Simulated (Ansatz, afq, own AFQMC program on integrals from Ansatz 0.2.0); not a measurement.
**AFQMC, coupled cluster and functionals along a coordinate of AlGaCl, quartet**

```yaml
atoms:
  - { symbol: Cl, position_ang: [0.0000, 0.0000, -2.1660] }
  - { symbol: Al, position_ang: [0.0000, 0.0000, -0.0752] }
  - { symbol: Ga, position_ang: [0.0000, 0.0000, 2.2412] }
```

The Al2–Ga3 distance is changed with both sides rigid. Energies in eV count from this geometry (2.316 Å) at the same level; the start stands on UHF, each point on the determinant named.

Basis cc-pVDZ. Only valence electrons are correlated. Integrals, coupled cluster, full CI and functionals: Ansatz 0.2.0; the random walks run on the same integrals in our own AFQMC program. ph-AFQMC/CISD is guided by a CISD state made of CCSD amplitudes; releasing the constraint for a short imaginary time cuts its bias at the price of noise, slowly where states lie close. Uncertainties: one standard error, sampling alone. No spin–orbit coupling.

Cautions, each for one point or more: inner d shell frozen; lower spins were not checked; no relativity below Rb; no spin-orbit coupling; released walk and highest rung disagree; the search met a lower determinant of the same kind, perhaps of another symmetry, and this one is a saddle point.

| r(Al2–Ga3) / Å | det. | T1 | weight | ⟨S²⟩ | B3LYP | PBE0 | CCSD(T) |
| --- | --- | --- | --- | --- | --- | --- | --- |
| 2.090 | UHF | 0.018 | 0.87 | 3.77 | 0.405 | 0.374 | 0.506 |
| 2.574 | UHF | 0.020 | 0.85 | 3.79 | 0.175 | 0.231 | 0.144 |
| 3.235 | UHF | 0.037 | 0.80 | 3.76 | 1.171 | 1.390 | 1.264 |
| 4.248 | UHF | 0.017 | 0.87 | 3.76 | 1.963 | 2.245 | 2.060 |
| 6.317 | UHF† | 0.015 | 0.87 | 3.76 | 2.059 | 2.338 | 2.122 |

(1) Estimate the curve of CCSDT(Q), counted from the same start.

Results:

(1) 
| r(Al2–Ga3) / Å | det. | T1 | weight | ⟨S²⟩ | CCSDT(Q) | ph-AFQMC/CISD | released AFQMC |
| --- | --- | --- | --- | --- | --- | --- | --- |
| 2.090 | UHF | 0.018 | 0.87 | 3.77 | 0.513 | 0.514 ± 0.019 | 0.514 ± 0.022 |
| 2.574 | UHF | 0.020 | 0.85 | 3.79 | 0.134 | 0.146 ± 0.023 | – |
| 3.235 | UHF | 0.037 | 0.80 | 3.76 | 1.221 | 1.295 ± 0.025 | 1.263 ± 0.036* |
| 4.248 | UHF | 0.017 | 0.87 | 3.76 | 2.030 | 2.099 ± 0.020 | 2.063 ± 0.026* |
| 6.317 | UHF† | 0.015 | 0.87 | 3.76 | 2.145 | 2.149 ± 0.019 | 2.099 ± 0.024 |

Weight is that of the determinant in the CISD state; at the start T1 is 0.020 and the weight 0.86, and ⟨S²⟩ is 3.77. An asterisk marks released energies that aren't shown to be converged. A dagger marks points whose determinant fills other symmetries than the start's, so the wave-function levels may follow another state there, or a degenerate partner. A dash marks a missing value, a released energy that hasn't settled or a functional that sits on another state. Largest departures from CCSDT(Q), at the points where its series has closed: CCSD(T) -0.022 eV at 6.317 (on UHF), ph-AFQMC/CISD 0.012 eV at 2.574 (on UHF) (within the noise), released AFQMC -0.046 eV at 6.317 (on UHF) (within the noise), B3LYP -0.108 eV at 2.090, PBE0 -0.139 eV at 2.090. Functionals count only at points shown to share the start's state and spin. In this small basis the wave-function levels are far from their limit, so their gap to the functionals isn't the functionals' error.

CCSDT and higher add their correlation energy to the determinant of the CCSD(T) run, since their own runs factorise the integrals more tightly (a shift of under 2 meV). A walk keeps the symmetry of its determinant, which the program's search chose and which needn't be the lowest solution, so a lower state of the same spin and another symmetry isn't excluded.
